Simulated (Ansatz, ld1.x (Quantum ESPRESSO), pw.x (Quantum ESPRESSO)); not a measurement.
What a changed setting does to a pw.x run (sc K)

Potential: norm-conserving RRKJ (Kleinman–Bylander form), ld1.x (Quantum ESPRESSO) 7.5, PBEsol; core [Ar], reference 3d0.5 4s0.5 4p0; waves: 4p (bound, empty): rc 4.20 bohr; 3d (bound): rc 2.70 bohr; 4s (bound): rc 4.20 bohr; local part: the s channel; core correction: Bessel-smoothed model core inside 2.90 bohr.

The reference run (k-mesh 8³, cutoffs 50/200 Ry, Fermi–Dirac 0.01 Ry, mixing_beta 0.4, conv_thr 1e-9, no spin) gives -0.00 GPa at 76.077 Å³/atom, where all-electron LAPW gives 0.01 GPa. This run, with its own iteration cap, changes smearing to gauss.

```
&control
  calculation='scf', prefix='x', pseudo_dir='./', outdir='./tmp', tstress=.true., disk_io='none'
/
&system
  ibrav=0, nat=1, ntyp=1, ecutwfc=50, ecutrho=200, nbnd=7,
  occupations='smearing', smearing='gauss', degauss=0.01
/
&electrons
  conv_thr=1e-09, mixing_beta=0.4, electron_maxstep=60
/
ATOMIC_SPECIES
K 1.0 K.UPF
CELL_PARAMETERS angstrom
  4.23725362 0.00000000 0.00000000
  0.00000000 4.23725362 0.00000000
  0.00000000 0.00000000 4.23725362
ATOMIC_POSITIONS crystal
K 0.0000 0.0000 0.0000
K_POINTS automatic
8 8 8 0 0 0
```

```bash
pw.x < K.scf.in > K.scf.out
```

How does the run end?

It converges in 5 iterations; the free energy moves by +17.3 meV/atom and the pressure by -0.02 GPa. Gaussian smearing of the same width is narrower in effect than Fermi–Dirac, so its quadratic term in F is smaller.

```
Message from routine setup:
     using ibrav=0 with symmetry is DISCOURAGED, use correct ibrav instead
     lattice parameter (alat)  =       8.0072  a.u.
     unit-cell volume          =     513.3930 (a.u.)^3
     number of electrons       =         1.00
     number of Kohn-Sham states=            7
     kinetic-energy cutoff     =      50.0000  Ry
     charge density cutoff     =     200.0000  Ry
     scf convergence threshold =      1.0E-09
     Exchange-correlation= PBESOL
     number of k points=    35  Gaussian smearing, width (Ry)=  0.0100
     iteration #  1     ecut=    50.00 Ry     beta= 0.40
     total energy              =      -2.90139285 Ry
     estimated scf accuracy    <       0.00220093 Ry
     iteration #  2     ecut=    50.00 Ry     beta= 0.40
     total energy              =      -2.90107500 Ry
     estimated scf accuracy    <       0.00073918 Ry
     iteration #  3     ecut=    50.00 Ry     beta= 0.40
     total energy              =      -2.90110275 Ry
     estimated scf accuracy    <       0.00000097 Ry
     iteration #  4     ecut=    50.00 Ry     beta= 0.40
     total energy              =      -2.90110648 Ry
     estimated scf accuracy    <       0.00000033 Ry
     iteration #  5     ecut=    50.00 Ry     beta= 0.40
     the Fermi energy is    -0.3755 ev
!    total energy              =      -2.90110650 Ry
     estimated scf accuracy    <          5.7E-10 Ry
     smearing contrib. (-TS)   =      -0.00024785 Ry
     The total energy is F=E-TS. E is the sum of the following terms:
     one-electron contribution =       0.26978096 Ry
     hartree contribution      =       0.00116866 Ry
     xc contribution           =      -2.81746715 Ry
     ewald contribution        =      -0.35434112 Ry
     convergence has been achieved in   5 iterations
          total   stress  (Ry/bohr**3)                   (kbar)     P=       -0.25
     Message from routine punch:
     Nothing written, as per user request (disk_io='none')
```

The run took about 6.9 s on one core of a shared host (Neoverse-V1, 32 threads, 247 GiB, load 12).
